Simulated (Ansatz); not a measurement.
`[C-]#N`, relaxed with RKS PBE0-D4/def2-TZVPD in Ansatz 0.2.0 from a GFN2-xTB geometry. The force threshold is 0.005 eV/Å; the program also tests the step.

Charge -1, multiplicity 1.

Start:

```xyz
2

C     0.326   -0.406    0.298
N    -0.326    0.406   -0.298
```

How much energy does the relaxation release, and in how many steps? (Best estimate.)

The calculation gave: 1.11 kcal/mol, in 3 steps.

Which bonds change most? (An estimate is asked.)

The calculation gave: C1–N2 from 1.200 to 1.170 Å.

Give the relaxed structure. (An estimate is asked.)

The calculation gave: 
```xyz
2

C     0.318   -0.396    0.290
N    -0.318    0.396   -0.290
```
